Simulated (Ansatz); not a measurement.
Born–Oppenheimer molecular dynamics of C₄H₉N (14 atoms, charge 0, multiplicity 1). It starts at the highest image of a converged band. Of that band: The profile has 2 maxima (images 4, 8) with wells between them (image 6): this band takes more than one step, which may be the mechanism or a detour left from its start path. Neighbouring images differ by up to 2.0 eV, so the band resolves the path poorly. A vibrational analysis at the climbing image gives one clearly imaginary mode, 1854i cm⁻¹: a first-order saddle point.

Theory: RKS BLYP/def2-SVP (Ansatz).

```json
{
 "ensemble": "NVE (velocity Verlet)",
 "time step": "0.5 fs",
 "steps asked": "200",
 "starting velocities drawn for": "100 K",
 "seed": "8609"
}
```

First frame:

```xyz
14
Properties=species:S:1:pos:R:3
C -1.921 -0.606 -0.700
C -0.442 -0.910 -0.385
C 0.243 0.231 0.360
C 1.668 0.350 0.540
N 1.985 1.641 0.496
H -2.406 -1.445 -1.240
H -2.016 0.306 -1.325
H -2.500 -0.428 0.231
H 0.098 -1.114 -1.335
H -0.393 -1.862 0.199
H -0.287 0.551 1.282
H 2.435 -0.445 0.664
H 0.687 1.737 0.231
H 2.835 1.965 1.010
```

Task: What does the run give?

Result: All steps were run.

| Item | Value |
| --- | --- |
| steps done | 200 |
| time covered | 100 fs |
| mean temperature over the second half | 894 K |
| spread of the potential energy over the second half | 16.1 meV per atom |
| mean potential energy of the second half above the start | -88.1 meV per atom |

The conserved energy stayed within 0.54 meV per atom of its start (net change 0.086 meV per atom), so the integration is sound. The kinetic energy rose, since the run started high on the potential surface and went downhill. A run of 0.1 ps of so small a system gives no equilibrium averages. The orbitals stay closed-shell, which can raise the energy where a bond breaks towards radicals; this wasn't checked here.

Task: What happens to the structure?

Result: Between its relaxed ends the band would form C3–H13 and break N5–H13. These pairs go: C3–H13 1.58 → 2.69 Å, N5–H13 1.33 → 1.11 Å. In the last frame they stand as before the step (other bonds may differ from the relaxed reactants and products). It ends as one piece, C4H9N. Pairs count as bonded within 1.25 times the sum of covalent radii (0.12 Å more for H–H). The details hang on the random start.

Task: How do temperature and energy run in time?

Result: 
| time (fs) | T (K) | potential energy less start (eV) | conserved less start (meV/atom) |
| --- | --- | --- | --- |
| 0 | 100 | 0.000 | 0.00 |
| 3 | 48 | 0.082 | 0.07 |
| 6 | 39 | 0.095 | 0.03 |
| 9 | 55 | 0.071 | 0.08 |
| 12 | 241 | -0.217 | 0.10 |
| 15 | 678 | -0.898 | -0.13 |
| 18 | 965 | -1.345 | -0.24 |
| 21 | 862 | -1.181 | 0.05 |
| 24 | 1059 | -1.492 | -0.28 |
| 27 | 970 | -1.351 | -0.08 |
| 30 | 761 | -1.026 | 0.02 |
| 33 | 668 | -0.882 | -0.01 |
| 36 | 757 | -1.017 | 0.19 |
| 39 | 1040 | -1.462 | -0.23 |
| 42 | 868 | -1.190 | 0.07 |
| 45 | 1009 | -1.414 | -0.34 |
| 48 | 1062 | -1.497 | -0.35 |
| 51 | 836 | -1.140 | 0.04 |
| 54 | 820 | -1.120 | -0.20 |
| 57 | 794 | -1.075 | 0.16 |
| 60 | 1129 | -1.598 | -0.17 |
| 63 | 1093 | -1.541 | -0.06 |
| 66 | 934 | -1.294 | 0.04 |
| 69 | 1072 | -1.513 | -0.38 |
| 72 | 941 | -1.302 | 0.12 |
| 75 | 1056 | -1.490 | -0.46 |
| 78 | 832 | -1.138 | -0.27 |
| 81 | 710 | -0.946 | 0.06 |
| 84 | 871 | -1.201 | -0.39 |
| 87 | 640 | -0.837 | 0.03 |
| 90 | 692 | -0.918 | 0.03 |
| 93 | 1026 | -1.440 | -0.27 |
| 96 | 904 | -1.245 | 0.09 |
| 99 | 804 | -1.094 | -0.16 |

Run time: 8.6 min on 2 threads of AMD EPYC 7R43 64-Core Processor (Zen 3) (shared host), peak memory 0.17 GiB.
